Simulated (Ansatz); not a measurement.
Energy needed to pull apart CH4Al2 (SMILES [CH2]1[AlH][AlH]1), singlet, into free ground-state atoms, from the structure below (displaced at random from its PBE0-D4/def2-TZVP minimum); no zero-point or spin–orbit terms; open-shell atoms are treated unrestricted, in their ground-state multiplicity.

```
7
angstrom
C -0.3984 0.1955 -0.6271
Al -0.0937 0.7149 1.2352
Al 0.9995 -1.0419 -0.0593
H -1.2407 -0.5180 -0.3456
H -0.7460 0.7011 -1.5751
H -0.4941 1.9618 2.1716
H 2.0110 -2.0452 -0.7867
```

Computed with Ansatz 0.2.0 (basis: def2-TZVPP); correlated methods freeze the cores.

```csv
method,atomization energy (kJ/mol)
PBE-D4,1961
r2SCAN-D4,1967
PBE0-D4,1941
wB97M-V,?
HF,1413
MP2,1909
CCSD,?
CCSD(T),1899
```

(1) What does wB97M-V give? (Judge from chemistry; the value comes from the calculation.)

(2) What does CCSD give? (To be estimated.)

The T1 diagnostic stays at or below 0.014.

Answers

(1) The calculation gives: 1948 kJ/mol, which is about 49 kJ/mol more than CCSD(T)/def2-TZVPP.

(2) By the calculation: 1868 kJ/mol, which is about 31 kJ/mol less than CCSD(T)/def2-TZVPP.

In triple zeta the MP2 and coupled-cluster atomization energies are still short of their basis limit by a few kcal/mol a bond, whereas those of the functionals are nearly converged, so these differences are not deviations from converged CCSD(T).

For scale, one of the runs: CCSD(T)/def2-TZVPP forces, 171 basis functions, launched by `ansatz run in.yaml --threads 2 --pin off --events-out ev --progress --plain --max-ram 4352MiB`. The run took 89 s on 2 CPU threads of an Intel Xeon Platinum 8488C (shared host), with 2.4 GiB of host memory at its peak.
